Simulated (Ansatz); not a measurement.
## fcc Sr

Method: r²SCAN (Ansatz, a quantum-chemistry and plane-wave program, plane waves, PAW).

Settings: plane-wave cutoff 600 eV, 18×18×18 k mesh, Fermi–Dirac smearing 0.044 eV (set by the program), scalar-relativistic PAW data made under PBE.

Cell (measured lattice):

Space group Fm-3m (No. 225); a = b = c = 6.086 Å, α = β = γ = 90.00°

```
atom  site  symmetry       x       y       z
----  ----  --------  ------  ------  ------
Sr      4a      m-3m  0.0000  0.0000  0.0000
```
(The calculation used a cell of 1 atom; values per cell refer to that cell.)

For fcc Sr, the elastic constant C11 is 14.9 GPa and the elastic constant C12 is 10.4 GPa. The elastic constant C44 comes out as 8.89 GPa and the voigt–Reuss–Hill bulk modulus is 11.9 GPa. The voigt–Reuss–Hill shear modulus (Hill average) is 5.16 GPa. The Young modulus is 13.5 GPa and the Poisson ratio is 0.311.

Measured, for comparison: elastic constant C11 15 GPa (temperature not stated, no zero-point or thermal correction; as tabulated in Mehl and Papaconstantopoulos (1996), arXiv:mtrl-th/9602003). Computed (rounded) less measured: elastic constant C11 -0.7 %.

Note: the cell isn't this level's own, so it is under some stress, which shifts stiffness and frequencies.

Elastic constants are with the ions relaxed.

Computed values are for the static lattice.

It cost about 9 core-minutes (a rough figure) of CPU time.
